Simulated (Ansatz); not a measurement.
Two shapes of triplet C2O.

Shape 1:

```xyz
3

C     0.0000    0.0000   -1.5015
C     0.0000    0.0000    0.0000
O     0.0000    0.0000    1.2859
```

Shape 2:

```xyz
3

C     0.0000    0.0000   -1.2968
C     0.0000    0.0000    0.0000
O     0.0000    0.0000    1.1105
```

Basis set: def2-SVP (spherical functions). Frozen core: 3 orbitals. Correlation on ROHF uses semicanonical orbitals with singles. Charge 0, multiplicity 3.

Computed with Ansatz (development build ahead of 0.2.0); each method stands on the lowest determinant of its kind that the runs found.

Question: Which shape is lower in energy, and by how much in each method?

Answer:

| method | E(2) − E(1) (eV) |
| --- | --- |
| ROHF | -1.522 |
| UHF | -1.499 |
| UHF-MP2 | -0.613 |
| ROHF-CCSD(T) | -0.491 |
| UHF-CCSD(T) | -0.508 |

Shape 2 is lower. Caution for UHF, UHF-MP2, UHF-CCSD(T): the unrestricted determinant is spin contaminated.
